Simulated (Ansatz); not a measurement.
# C2H3O: the cost of one run

Computed with Ansatz 0.2.0 (the levels named in each step, unless a step's input says otherwise).

## Step 1: The starting structure

Bond lengths: C1–O2 1.129 Å, C3–H4 1.068 Å, C3–H5 1.070 Å, C3–H6 1.068 Å. Angles: H4–C3–H5 120.0°, H4–C3–H6 119.8°, H5–C3–H6 120.1°.

Structure file:

```xyz
6

C     0.3301    0.8354   -0.6046
O     1.2752    0.6827   -0.0065
C    -1.6226   -1.3928    0.4915
H    -2.3043   -2.0817    0.0439
H    -1.4605   -0.4347    0.0442
H    -1.0741   -1.6780    1.3622
```

## Step 2: A rough first relaxation, PBE-D4/def2-SVP

This run stands in another session on the same molecule. It ended at:

```xyz
6

C    -0.1494   -0.0612   -0.3622
O     0.9223    0.2686    0.0467
C    -1.1968   -0.9127    0.3042
H    -1.4284   -1.7748   -0.3533
H    -2.1320   -0.3227    0.3882
H    -0.8721   -1.2663    1.3071
```

## Step 3: Relaxation, HF/STO-3G

File input.yaml:

```yaml
crystal:
  periodic: [false, false, false]
  atoms:
    - { symbol: C, position_ang: [-0.14942833, -0.06119124, -0.362217] }
    - { symbol: O, position_ang: [0.92230594, 0.26855266, 0.0466848] }
    - { symbol: C, position_ang: [-1.19683329, -0.91270758, 0.30420466] }
    - { symbol: H, position_ang: [-1.42838689, -1.77477544, -0.35329992] }
    - { symbol: H, position_ang: [-2.13195086, -0.32272258, 0.38817658] }
    - { symbol: H, position_ang: [-0.87206657, -1.26629581, 1.30713088] }
magnetization:
  spin_polarized: true
  initial_magnetization: 1
basis:
  gaussian: { orbitals: STO-3G }
hamiltonian:
  xc: hf
relax:
  f_tol: 0.002
  max_steps: 150
```

The run is started by

```
> ansatz run input.yaml --threads 2 --pin off --max-ram 5120MiB --backend cpu --events-out ev --progress --plain --runs-dir out
```

**Question.** How long does this run take on 2 threads of Intel Xeon at 2.50GHz (Skylake/Cascade Lake), shared host, and how much memory does it need?

About 5.9 s, with a peak of 0.096 GiB.
